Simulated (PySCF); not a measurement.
**Core-level binding energies of `[NH3+][AlH3-]`**

Compound: AlH6N.
Atom-mapped SMILES: `[NH3+:1][AlH3-:2]`

Geometry (PBE0-D3(BJ)/def2-SVP, Å), atoms numbered from 1 in this order:
```xyz
8
AlH6N angstrom
N     -0.984   -0.115    0.017
Al     1.076    0.137   -0.029
H     -1.435    0.506    0.690
H     -1.227   -1.073    0.275
H     -1.401    0.068   -0.897
H      1.145    1.659   -0.541
H      1.440   -1.021   -1.083
H      1.404   -0.143    1.519
```

Method used: delta-SCF UKS SCAN, pcX-2 on the ionised atom, pcseg-1 elsewhere, spin-free X2C in PySCF. Binding energies are ΔSCF values: E(core-ionised, relaxed orbitals) − E(ground state) at a fixed geometry, referred to the vacuum level.

Question: List the computed XPS lines with their assignment.

Answer: 
```tsv
atom(s)	bonded to	level	binding energy (eV)	count
N1	3 H and Al	N 1s	407.90	1
Al2	N and 3 H	Al 1s	1565.55	1
```

Question: Which photon energy gives electrons from Al 1s of Al2 a kinetic energy of 50 eV, and what is their de Broglie wavelength?

Answer: hν = 1565.55 + 50 = 1615.55 eV, recoil neglected; λ = 12.264 Å/√(E/eV) = 1.73 Å.

Geometry: PBE0-D3(BJ)/def2-SVP; no solvent, vibrations or thermal averaging.
